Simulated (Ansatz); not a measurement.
## Worked example: a bond strength in SiNH4O (SMILES N[SiH]O)

SiNH4O: 7 atoms, total charge 0, spin state doublet. As SMILES, `N[SiH]O`. The shape was relaxed beforehand at r2SCAN/def2-SVP. This is one conformer, not always the lowest.

```xyz
7

N    -0.6993    0.5343   -0.5833
Si    0.2945    0.1571    0.7947
O     1.6440   -0.6843    0.2757
H    -0.3559    1.1673   -1.3018
H    -1.6940    0.6875   -0.4347
H    -0.6136   -0.6592    1.6813
H     1.4855   -1.2708   -0.4775
```

Wanted: the dissociation energy of the H5–N1 bond into doublet H and singlet SiNH3O (shapes relaxed at r2SCAN/def2-SVP, no zero-point term). 1 Eh = 2625.50 kJ/mol = 27.2114 eV. Totals in Eh; open shells run unrestricted unless said.

| level | program | SiNH4O | doublet H | singlet SiNH3O |
| --- | --- | --- | --- | --- |
| UPBE/def2-TZVP | Ansatz | -421.666574 | -0.499616 | -421.068217 |
| U-r2SCAN/def2-TZVP | Ansatz | -421.872478 | -0.499927 | -421.267534 |
| UB3LYP/def2-TZVP | Ansatz | -421.989307 | -0.502154 | -421.384600 |

Problem. Work out the dissociation energy at each level.

Solution. 
1. UPBE/def2-TZVP: (-0.499616) + (-421.068217) − (-421.666574) = 0.098741 Eh = 259.2 kJ/mol = 2.69 eV.
2. U-r2SCAN/def2-TZVP: (-0.499927) + (-421.267534) − (-421.872478) = 0.105017 Eh = 275.7 kJ/mol = 2.86 eV.
3. UB3LYP/def2-TZVP: (-0.502154) + (-421.384600) − (-421.989307) = 0.102553 Eh = 269.3 kJ/mol = 2.79 eV.

The levels span 259 to 276 kJ/mol; no measured value is set beside them. A fragment with an even electron count was run as a singlet and may have a lower triplet. A bond enthalpy at 298 K also holds the loss of zero-point energy and thermal terms.
